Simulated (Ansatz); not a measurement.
## OH⁻ ··· CH3Cl

The pair of OH⁻ (SMILES [OH-], atoms 1–2) and CH3Cl (SMILES CCl, atoms 3–7), both closed shells, in one local arrangement (a lower one may exist), relaxed at PBE0-D4/def2-TZVPD:

O1  (0.369, 0.288, -2.915)
H2  (-0.353, -0.287, -3.191)
C3  (-0.014, -0.009, 1.361)
Cl4  (0.129, 0.101, -0.442)
H5  (-0.468, 0.905, 1.752)
H6  (0.976, -0.135, 1.803)
H7  (-0.639, -0.863, 1.632)
(Å)

Computed with Ansatz 0.2.0 (basis: def2-TZVPPD, with def2-QZVPPD for the basis limit); correlated methods freeze the cores. Extrapolation: Hartree–Fock as exp(−7.88 √X), correlation as X^−2.97. Interaction energies count from these two fragments, frozen as in the pair, with the counterpoise correction; negative means bound.

Task: What is the interaction energy by CCSD(T) at an estimated basis limit (MP2 extrapolated from triple and quadruple zeta, plus CCSD(T) − MP2 in triple zeta)? (An estimate is asked for; the value comes from the calculation.)

Result: By the calculation: -2.01 kcal/mol. Hartree–Fock alone gives 4.43 kcal/mol at the basis limit, so without correlation the pair would not bind at this distance. Plain CCSD(T) in triple zeta gives -0.77 kcal/mol; the step to the limit is large here, so the limit is uncertain. It counts from the two fragments frozen as in the pair.

Task: Which atoms make the shortest contact between the fragments?

Result: O1 and Cl4, 2.49 Å apart.

Energy to bend the free fragments (PBE0-D4 minima) into their shapes in the pair, CCSD(T)/def2-TZVPPD: OH⁻ 0.00 kcal/mol; CH3Cl 0.37 kcal/mol. This must be added to the interaction energy to get the binding energy from relaxed fragments.

Basis-set superposition shift (counterpoise-corrected less uncorrected): CCSD(T) 0.75; MP2 0.71; HF 0.05; PBE0-D4 0.16; wB97M-V 0.11 kcal/mol.

No T1 diagnostic of these runs exceeds 0.026.

For scale, one of the runs: CCSD(T)/def2-TZVPPD, 196 basis functions, launched by `ansatz run in.yaml --threads 2 --pin off --events-out ev --progress --plain --max-ram 5222MiB`. Time: 42 s of wall clock on 2 CPU threads of an Intel Xeon Platinum 8223CL; the host was shared. Peak host memory: 2.3 GiB.
